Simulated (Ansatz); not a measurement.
# AlClH5N: the cost of one run

Method: RKS PBE0-D4/6-31G*, in Ansatz 0.2.0.

## 1. The system as given

Bond lengths: Al1–N2 2.270 Å, N2–H3 1.060 Å, N2–H4 1.060 Å, Al1–H5 1.560 Å, Al1–Cl6 2.230 Å. Angles: Al1–N2–H3 120.0°, Al1–N2–H4 120.0°, H3–N2–H4 120.0°, N2–Al1–H5 120.0°, N2–Al1–Cl6 120.0°, H5–Al1–Cl6 120.0°.

Coordinates:

```xyz
8

Al    0.0000    0.0000    0.0000
N     0.0000    0.0000    2.2700
H    -0.8770   -0.2713    2.8000
H     0.8770    0.2713    2.8000
H     1.3510    0.0000   -0.7800
Cl   -1.9312    0.0000   -1.1150
H    -0.5412    1.6801    0.5865
H    -0.4248    1.3188    1.5699
```

## 2. Pulling towards end A

Springs on the bonds that form and break draw the guess towards this end; the thresholds are loose.

input.yaml reads:

```yaml
crystal:
  periodic: [false, false, false]
  atoms:
    - { symbol: Al, position_ang: [0.0, 0.0, 0.0] }
    - { symbol: "N", position_ang: [0.0, 0.0, 2.27] }
    - { symbol: H, position_ang: [-0.877, -0.2713, 2.8] }
    - { symbol: H, position_ang: [0.877, 0.2713, 2.8] }
    - { symbol: H, position_ang: [1.351, 0.0, -0.78] }
    - { symbol: Cl, position_ang: [-1.9312, 0.0, -1.115] }
    - { symbol: H, position_ang: [-0.5412, 1.6801, 0.5865] }
    - { symbol: H, position_ang: [-0.4248, 1.3188, 1.5699] }
basis:
  gaussian: { orbitals: "6-31G*" }
hamiltonian:
  xc: pbe0
  dispersion: d4
relax:
  f_tol: 0.15
  max_steps: 25
  restrain:
    - { distance: [0, 6], at: 2.76, k: 30.0 }
    - { distance: [7, 1], at: 2.26, k: 30.0 }
    - { distance: [0, 1], at: 1.92, k: 30.0 }
    - { distance: [7, 6], at: 0.66, k: 30.0 }
output:
  orbitals: {}
```

Launch:

```sh
$ ansatz run input.yaml --threads 1 --pin off --max-ram 2048MiB --backend cpu --events-out ev --progress --plain --runs-dir out
```

What time and memory should one allow on 1 thread of Arm Neoverse V1, shared host?

About 28 s, with a peak of 0.13 GiB.
